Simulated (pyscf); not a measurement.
HO–CH₂–SiH₃ → silylene (SiH₂) [singlet] + methanol (H₃C–OH) (1,1-elimination; singlet surface; C–Si, H–Si broken, C–H formed). Structures and frequencies: ωB97X-D3(BJ)/def2-SVP in PySCF. Correlated levels are frozen-core, on RHF or UHF. ΔMP2 is the change of the MP2 total energy from the triple- to the quadruple-zeta basis. Energies in kJ/mol from the reactant's lowest minimum found.

```json
[
 {"level": "r²SCAN/def2-TZVP", "barrier": "314.5", "reaction energy": "+236.4"},
 {"level": "PBE0-D3(BJ)/def2-TZVP", "barrier": "324.1", "reaction energy": "+229.5"},
 {"level": "M06-2X/def2-TZVP", "barrier": "326.7", "reaction energy": "+215.3"},
 {"level": "ωB97M-D3(BJ)/def2-TZVP", "barrier": "328.8", "reaction energy": "+212.7"},
 {"level": "HF/def2-TZVP", "barrier": "[?]", "reaction energy": "+198.1"},
 {"level": "CCSD(T)/def2-TZVPP", "barrier": "332.4", "reaction energy": "+210.8"},
 {"level": "CCSD(T)/def2-TZVPP + ΔMP2(QZVPP)", "barrier": "[?]", "reaction energy": "[?]"}
]
```

**Question.** Fill in the missing entries.

**Answer.** 
- HF/def2-TZVP, barrier: 379.3
- CCSD(T)/def2-TZVPP + ΔMP2(QZVPP), barrier: 332.0
- CCSD(T)/def2-TZVPP + ΔMP2(QZVPP), reaction energy: +214.9

Of the functionals in the table, ωB97M-D3(BJ) is closest to CCSD(T)/def2-TZVPP + ΔMP2(QZVPP) in the barrier (3.2 kJ/mol apart) and r²SCAN least close (17.5 kJ/mol); that level has limits of its own. On the product side the descent ends in an adduct with a O–Si contact, 99.1 kJ/mol under the separated species and 205.4 kJ/mol under the saddle at ωB97X-D3(BJ)/def2-TZVP. At ωB97X-D3(BJ) the barrier from the zero used here is 341.9 kJ/mol. HO–CH₂–SiH₃ lies 204.6 kJ/mol over its isomer H₃C–SiH₂–OH (electronic energy, ωB97M-D3(BJ)). One saddle was located; it need not be the lowest between these sides. The CCSD(T) − MP2 part came from Ansatz, without density fitting, on the same reference.
